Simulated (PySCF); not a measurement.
# BH + F₂ → BF + HF

Level: PBE0 in the def2-SVP basis family, all electrons, no relativity, computed in PySCF with density fitting; open shells unrestricted.

```json
{"species": "BH", "state and structure": "singlet, C∞v, B–H 1.252 Å", "E (Eh)": "-25.21774", "ZPE (kJ/mol)": "14.1", "H(298 K) − H(0) (kJ/mol)": "8.7", "S° (J/(mol K))": "172.1"}
{"species": "F₂", "state and structure": "singlet, D∞h, F–F 1.376 Å", "E (Eh)": "-199.15566", "ZPE (kJ/mol)": "6.5", "H(298 K) − H(0) (kJ/mol)": "8.7", "S° (J/(mol K))": "201.9"}
{"species": "BF", "state and structure": "singlet, C∞v, B–F 1.263 Å", "E (Eh)": "-124.42707", "ZPE (kJ/mol)": "8.5", "H(298 K) − H(0) (kJ/mol)": "8.7", "S° (J/(mol K))": "200.5"}
{"species": "HF", "state and structure": "singlet, C∞v, H–F 0.920 Å", "E (Eh)": "-100.25837", "ZPE (kJ/mol)": "24.9", "H(298 K) − H(0) (kJ/mol)": "8.7", "S° (J/(mol K))": "173.6"}
```

Problem. What is the electronic reaction energy?

Solution. At PBE0/def2-SVP, ΔE = -819.3 kJ/mol from the differences of the total energies times 2625.5, downhill. 

Problem. Add zero-point, thermal and entropy terms for 298.15 K and 1 bar.

Solution. ΔZPE = 12.8 and Δ[H(298) − H(0)] = 0.0 kJ/mol give ΔH° = -806.5 kJ/mol. ΔS° = 0.1 J/(mol K), so ΔG° = -806.5 − 298.15 × (0.0001) = -807 kJ/mol.

Each species is the lowest minimum found with this bonding; other isomers or fragments can lie lower.
